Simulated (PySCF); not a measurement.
Working out the ionisation energy of P

P [Ne] 3s2 3p3 (4S) → P⁺ [Ne] 3s2 3p2 (3P). Computed with PySCF 2.14 in an even-tempered Gaussian basis (22 s from 0.01 bohr⁻², ratio 2.5; 15 p from 0.013 bohr⁻², ratio 2.5; 6 d from 0.46 bohr⁻², ratio 2.7; 5 f from 0.69 bohr⁻², ratio 2.7), with scalar relativity by spin-free X2C-1e. Frozen: 1s2; the 23 highest virtual orbitals dropped. Energies in hartree (1 hartree = 27.21139 eV):

| part | P (lower) | P⁺ (upper) |
| --- | --- | --- |
| UHF | -341.536269 | -341.172129 |
| MP2 opposite-spin | -0.287018 | -0.281160 |
| MP2 same-spin | -0.105041 | -0.095437 |

**Question.** What does Hartree-Fock give?

**Answer.** (-341.172129) − (-341.536269) = 0.364140 hartree = 9.909 eV.

**Question.** What do MP2 and SCS-MP2 (6/5 opposite-spin, 1/3 same-spin) give?

**Answer.** The opposite-spin parts differ by 0.159 eV and the same-spin parts by 0.261 eV. MP2: 9.909 + (0.159) + (0.261) = 10.329 eV. SCS-MP2: 9.909 + 1.2 × (0.159) + (0.261)/3 = 10.187 eV.

Measured between the centres of the two terms (NIST): 10.526 eV, so MP2 (outer shells) is off by -0.197 eV.

What remains against the reference includes basis incompleteness, the frozen core and correlation beyond second order.
